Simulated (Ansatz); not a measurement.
Relative stability

Two relaxed structures of CH$_{2}$AlS (charge +1), closed shell (PBE0-D4/def2-TZVP; forces vanish, vibrations not checked).

A:

```json
{"atom": "C1", "x (Å)": "-0.0553", "y (Å)": "-0.3377", "z (Å)": "0.0706"}
{"atom": "Al2", "x (Å)": "0.0890", "y (Å)": "1.4346", "z (Å)": "-0.3326"}
{"atom": "S3", "x (Å)": "0.6412", "y (Å)": "-1.6682", "z (Å)": "0.5415"}
{"atom": "H4", "x (Å)": "-0.3923", "y (Å)": "-2.5744", "z (Å)": "0.5479"}
{"atom": "H5", "x (Å)": "-0.1879", "y (Å)": "2.9027", "z (Å)": "-0.7491"}
```

B:

```tsv
atom	x (Å)	y (Å)	z (Å)
C1	0.1602	-0.8897	0.2495
Al2	0.1692	0.9485	-0.1986
S3	-1.4253	-0.6189	-0.1309
H4	0.5385	-1.8605	0.5619
H5	0.5574	2.4206	-0.4820
```

Computed with Ansatz 0.2.0 (basis: def2-TZVPP); correlated methods freeze the cores. B3LYP uses VWN-RPA correlation.

(1) Which structure is lower at CCSD(T), and by how much? (To be estimated.)

The T1 diagnostic stays at or below 0.025. The restricted Hartree–Fock reference is unstable towards an unrestricted one at one or more of these structures.

Answers

(1) The calculation gives: B, by 194.0 kJ/mol (electronic energy, against the other). By their contacts, A is CH₂AlS ([AlH][C][SH]), total charge +1 and B is CH₂AlS ([CH]1[AlH][S]1), total charge +1.

All methods give the same order:

| method | E(B) − E(A) (kJ/mol) |
| --- | --- |
| PBE-D4 | -180.1 |
| r2SCAN-D4 | -189.9 |
| PBE0-D4 | -191.9 |
| B3LYP-D4 | -178.2 |
| wB97M-V | -193.1 |
| HF | -195.6 |
| MP2 | -204.5 |
| CCSD | -194.5 |
| CCSD(T) | -194.0 |

Labels in which every atom is bracketed show which atoms are joined, not bond orders.

For scale, one of the runs: CCSD(T)/def2-TZVPP, 143 basis functions, launched by `ansatz run in.yaml --threads 2 --pin off --events-out ev --progress --plain --max-ram 4352MiB`. Time: 11 s of wall clock on 2 CPU threads of an AMD EPYC 7R32; the host was shared. Peak host memory: 0.75 GiB.
